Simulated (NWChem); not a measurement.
# LiO (lithium oxide) at UM06-2X/def2-TZVPPD, part 2 of 2

NWChem 7.3.0.

## (3) The quartet: a single-point energy at UM06-2X/def2-TZVPPD

The input, run.py:

```python
from ase import Atoms
from ase.calculators.nwchem import NWChem

system = Atoms(['Li', 'O'], positions=[
    [-0.000000, -0.000000, -0.057440],
    [0.000000, 0.000000, 1.623240],
])

calc = NWChem(
    label='work',
    theory='dft',
    memory='2200 mb',
    basis='def2-TZVPPD',
    basispar='spherical bse',
    dft={'xc': 'm06-2x', 'mult': '4', 'grid': 'xfine', 'convergence': 'energy 1e-08', 'iterations': '100', 'mulliken': None},
    task='energy',
)
system.calc = calc

print(f"energy = {system.get_potential_energy():.6f} eV")
```

On the command line:

```bash
export ASE_NWCHEM_COMMAND="nwchem PREFIX.nwi > PREFIX.nwo"
python run.py
```

The log of the run:

```text
energy = -2245.781676 eV
```

The calculator wrote work.nwi:

```
title "work"

permanent_dir work

scratch_dir work

start work

geometry units angstrom nocenter noautosym noautoz
  Li -0.0000000000000000e+00 -0.0000000000000000e+00 -5.7439999999999998e-02
  O  0.0000000000000000e+00 0.0000000000000000e+00 1.6232400000000000e+00
end

memory 2200 mb

basis spherical bse noprint
   * library def2-TZVPPD
end

dft
  xc m06-2x
  mult 4
  grid xfine
  convergence energy 1e-08
  iterations 100
  mulliken
end

task dft energy
```

work.nwo:

```text
Northwest Computational Chemistry Package (NWChem) 7.3.0
             --------------------------------------------------------

           Job information
           ---------------

    nwchem branch   = 7.3.0
    use scalapack   = T
    input           = work.nwi
    prefix          = work.
    data base       = work/work.db
    status          = startup
    nproc           =        1

           Memory information
           ------------------

    heap     =     72089600 doubles =      550.0 Mbytes
    stack    =     72089597 doubles =      550.0 Mbytes
    global   =    144179200 doubles =     1100.0 Mbytes (distinct from heap & stack)
    total    =    288358397 doubles =     2200.0 Mbytes
    verify   = yes
    hardfail = no

           Directory information
           ---------------------

  0 permanent = work
  0 scratch   = work

                                NWChem Input Module
                                -------------------

                                       work
                                       ----

 Scaling coordinates for geometry "geometry" by  1.889725989
 (inverse scale =  0.529177249)

                             Geometry "geometry" -> ""
                             -------------------------

 Output coordinates in angstroms (scale by  1.889725989 to convert to a.u.)

  No.       Tag          Charge          X              Y              Z
 ---- ---------------- ---------- -------------- -------------- --------------
    1 Li                   3.0000     0.00000000     0.00000000    -0.05744000
    2 O                    8.0000     0.00000000     0.00000000     1.62324000

      Atomic Mass
      -----------

      Li                 7.016000
      O                 15.994910

 Effective nuclear repulsion energy (a.u.)       7.5566163553

            Nuclear Dipole moment (a.u.)
            ----------------------------
        X                 Y               Z
 ---------------- ---------------- ----------------
     0.0000000000     0.0000000000    24.2141929273

            XYZ format geometry
            -------------------
     2
 geometry
 Li                    0.00000000     0.00000000    -0.05744000
 O                     0.00000000     0.00000000     1.62324000

 ==============================================================================
                                internuclear distances
 ------------------------------------------------------------------------------
       center one      |      center two      | atomic units |  angstroms
 ------------------------------------------------------------------------------
    2 O                |   1 Li               |     3.17602  |     1.68068
 ------------------------------------------------------------------------------
                         number of included internuclear distances:          1
 ==============================================================================

                                 NWChem DFT Module
                                 -----------------

                                       work

 Summary of "ao basis" -> "ao basis" (spherical)
 ------------------------------------------------------------------------------
       Tag                 Description            Shells   Functions and Types
 ---------------- ------------------------------  ------  ---------------------
 Li                       def2-TZVPPD               10       22   5s4p1d
 O                        def2-TZVPPD               14       40   6s4p3d1f

  Caching 1-el integrals
  itol2e modified to match energy
  convergence criterion.
  tol_rho modified to match energy
  convergence criterion.

            General Information
            -------------------
          SCF calculation type: DFT
          Wavefunction type:  spin polarized.
          No. of atoms     :     2
          No. of electrons :    11
           Alpha electrons :     7
            Beta electrons :     4
          Charge           :     0
          Spin multiplicity:     4
          Use of symmetry is: off; symmetry adaption is: off
          Maximum number of iterations: 100
          AO basis - number of functions:    62
                     number of shells:    24
          Convergence on energy requested:  1.00D-08
          Convergence on density requested:  1.00D-05
          Convergence on gradient requested:  5.00D-04

              XC Information
              --------------
                       M06-2X Method XC Functional
                     Hartree-Fock (Exact) Exchange  0.540
[... 14 lines left out ...]
          Spatial weights used:  Erf1
[... 1 line left out ...]
          Convergence Information
[... 1 line left out ...]
          Convergence aids based upon iterative change in
          total energy or number of iterations.
[... 64 lines left out ...]
   convergence    iter        energy       DeltaE   RMS-Dens  Diis-err    time
[... 17 lines left out ...]
         Total DFT energy =      -82.530955023565
      One electron energy =     -127.206784783174
           Coulomb energy =       47.424056520018
    Exchange-Corr. energy =      -10.304843115689
 Nuclear repulsion energy =        7.556616355280
[... 5 lines left out ...]
                    DFT Final Alpha Molecular Orbital Analysis
[... 435 lines left out ...]
                     DFT Final Beta Molecular Orbital Analysis
[... 408 lines left out ...]

 Vector   60  Occ=0.000000D+00  E= 6.460028D+00
              MO Center= -2.2D-10, -5.5D-11,  1.1D+00, r^2= 1.1D+00
   Bfn.  Coefficient  Atom+Function         Bfn.  Coefficient  Atom+Function
  ----- ------------  ---------------      ----- ------------  ---------------
     4      1.101548  1 Li s                 43      1.036560  2 O  d  0
    27     -0.879197  2 O  s                 28     -0.823885  2 O  s
    48     -0.768270  2 O  d  0              11      0.687059  1 Li pz
[... 4 lines of this table left out ...]
              MO Center=  2.4D-11,  1.8D-11, -2.1D-02, r^2= 2.6D-01
   Bfn.  Coefficient  Atom+Function         Bfn.  Coefficient  Atom+Function
  ----- ------------  ---------------      ----- ------------  ---------------
     2      2.038692  1 Li s                  1     -1.472689  1 Li s
     3     -1.436235  1 Li s                  4      0.347889  1 Li s
    37     -0.280980  2 O  pz                27      0.221660  2 O  s
[... 4 lines of this table left out ...]
              MO Center= -1.0D-12,  1.6D-14,  1.6D+00, r^2= 1.2D-01
   Bfn.  Coefficient  Atom+Function         Bfn.  Coefficient  Atom+Function
  ----- ------------  ---------------      ----- ------------  ---------------
    24      1.693302  2 O  s                 26      1.591805  2 O  s
    25     -1.511038  2 O  s                 23     -1.390434  2 O  s
    27     -1.073301  2 O  s                 28      0.746224  2 O  s
     4     -0.223836  1 Li s                  5     -0.163915  1 Li s
    40     -0.126318  2 O  pz                14     -0.113537  1 Li pz

     ---------------------------------------------
      Total Density - Mulliken Population Analysis
     ---------------------------------------------

    Atom       Charge   Shell Charges
 -----------   ------   -------------------------------------------------------
    1 Li   3     3.26   0.37  1.26  0.34  0.60  0.63  0.00  0.06 -0.01  0.01  0.00
    2 O    8     7.74   0.80  1.18  0.66  0.99  0.35 -0.17  1.72  1.58  0.65 -0.01  0.00  0.00  0.00  0.00

     --------------------------------------------
      Spin Density - Mulliken Population Analysis
     --------------------------------------------

    Atom       Charge   Shell Charges
 -----------   ------   -------------------------------------------------------
    1 Li   3     1.20   0.00  0.01 -0.03  0.59  0.63  0.00  0.01 -0.02  0.01 -0.00
    2 O    8     1.80   0.00 -0.00  0.03  0.01 -0.06 -0.15  0.93  0.82  0.24 -0.03  0.00  0.00  0.00  0.00

     -------------------------------------------
      Total Density - Lowdin Population Analysis
     -------------------------------------------

    Atom       Charge   Shell Charges
 -----------   ------   -------------------------------------------------------
    1 Li   3     3.12   0.45  1.03  0.45  0.32  0.48  0.00  0.12  0.11  0.01  0.14
    2 O    8     7.88   0.88  1.09  0.64  0.76  0.37  0.16  1.64  1.58  0.61  0.12  0.00  0.00  0.04  0.00

     ------------------------------------------
      Spin Density - Lowdin Population Analysis
     ------------------------------------------

    Atom       Charge   Shell Charges
 -----------   ------   -------------------------------------------------------
    1 Li   3     0.89   0.01  0.01 -0.00  0.27  0.46  0.00  0.02  0.06  0.01  0.05
    2 O    8     2.11   0.00  0.00  0.03  0.01 -0.01  0.07  0.89  0.80  0.25  0.08  0.00  0.00  0.00  0.00

   alpha - beta orbital overlaps
   -----------------------------

   alpha      1      2      3      4      5      6      7      8      9     10
    beta      1      2      3      5      6      4      7      9     10      7
 overlap   1.000  1.000  0.999  0.965  0.965  0.999  0.545  0.749  0.749  0.671

   alpha     11     12     13     14     15     16     17     18     19     20
    beta     13     11     12     19     14     15     19     18     17     16
 overlap   0.728  0.791  0.791  0.581  0.676  0.676  0.653  0.799  0.800  0.639

   alpha     21     22     23     24     25     26     27     28     29     30
    beta     28     25     24     22     23     26     27     21     29     30
 overlap   0.611  0.702  0.702  0.743  0.743  0.800  0.800  0.761  0.867  0.867

   alpha     31     32     33     34     35     36     37     38     39     40
    beta     31     31     34     33     35     36     37     38     40     39
 overlap   0.628  0.718  0.865  0.865  0.951  0.981  0.999  0.999  0.998  0.998

   alpha     41     42     43     44     45     46     47     48     49     50
    beta     41     42     43     44     45     48     49     46     47     51
 overlap   0.999  0.921  0.921  0.995  0.995  1.000  1.000  1.000  1.000  1.000

   alpha     51     52     53     54     55     56     57     58     59     60
    beta     50     52     53     54     59     58     56     57     55     60
 overlap   1.000  1.000  0.999  0.999  1.000  1.000  0.998  0.998  0.992  0.992

   alpha     61     62
    beta     61     62
 overlap   1.000  1.000

     --------------------------
     Expectation value of S2:
     --------------------------
      <S2> =      3.7544 (Exact =     3.7500)

 center of mass
 --------------
 x =   0.00000000 y =   0.00000000 z =   2.09911254

 moments of inertia (a.u.)
 ------------------
          49.193228170222           0.000000000000           0.000000000000
           0.000000000000          49.193228170222           0.000000000000
           0.000000000000           0.000000000000           0.000000000000

     Multipole analysis of the density
     ---------------------------------

     L   x y z        total         alpha         beta         nuclear
     -   - - -        -----         -----         ----         -------
     0   0 0 0     -0.000000     -7.000000     -4.000000     11.000000

     1   1 0 0     -0.000000     -0.000000      0.000000      0.000000
[... 8 lines of this table left out ...]
     2   0 0 2     -9.602092    -54.962792    -29.950057     75.310757

 Task  times  cpu:        6.9s     wall:        6.9s
 Total times  cpu:        6.9s     wall:        6.9s
```

It took 8.1 s on 1 thread of Intel Xeon 6975P-C (Granite Rapids), shared host; peak memory 0.12 GiB.

## (4) Results

What follows sums up all 2 parts.

At UM06-2X/def2-TZVPPD:

| quantity | value |
| --- | --- |
| doublet: total energy | -82.68504 Eh |
| doublet: dipole moment | 6.59 D |
| doublet: HOMO energy (highest over α and β) | -7.45 eV |
| doublet: LUMO energy (lowest over α and β) | -1.33 eV |
| doublet: ⟨S²⟩ | 0.754 |
| doublet: largest force on an atom | 0.056 eV/Å |
| quartet: total energy | -82.53096 Eh |
| quartet: dipole moment | 2.74 D |
| quartet: HOMO energy (highest over α and β) | -3.68 eV |
| quartet: ⟨S²⟩ | 3.754 |
| vertical energy of the quartet above the doublet | 4.193 eV |

What this shows: At this shape the quartet lies 4.19 eV (97 kcal/mol) above the doublet.
